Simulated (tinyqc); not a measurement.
Inside a calculation. Method: geometry optimisation on the unrestricted B3LYP (VWN-RPA form)/sto-6g surface (energies and gradients from PySCF), for H2O, spin multiplicity 3. One step of it, computed by the program tinyqc.

Problem. Step 3: move. Quasi-Newton step p = -H^(-1) g (the inverse Hessian comes from BFGS updates; coordinates in the order x, y, z of each atom); steps longer than 0.3 bohr are cut back.

positions after step 2 (bohr):
```
,x,y,z
1O,0.070651,0.000697,-0.244699
2H,0.045691,1.884968,1.146308
3H,0.021600,-1.810076,1.112854
```

gradient (hartree/bohr):
```
,x,y,z
1O,-0.00040248,0.02307835,0.02072295
2H,0.00014091,-0.05582500,-0.01914375
3H,0.00026379,0.03274571,-0.00158677
```

inverse Hessian in use (bohr^2/hartree), lower triangle:
```
,1,2,3,4,5,6,7,8,9
1,1.000011
2,-0.003127,1.037040
3,-0.001218,0.124934,1.076871
4,-0.000008,0.000787,0.000480,1.000003
5,0.006046,-0.190405,-0.271895,-0.001711,1.580261
6,0.001790,-0.076586,-0.085666,-0.000537,0.208121,1.071829
7,-0.000004,0.002347,0.000751,0.000005,-0.004360,-0.001262,1.000000
8,-0.002919,0.153365,0.146959,0.000924,-0.389853,-0.131533,0.002013,1.236485
9,-0.000571,-0.048372,0.008739,0.000057,0.063869,0.013874,0.000510,-0.015496,0.977406
```

Give: positions after step 3.

Solution.

positions after step 3 (bohr):
```
,x,y,z
1O,0.0716,-0.0430,-0.2915
2H,0.0454,2.0001,1.1863
3H,0.0209,-1.8815,1.1197
```
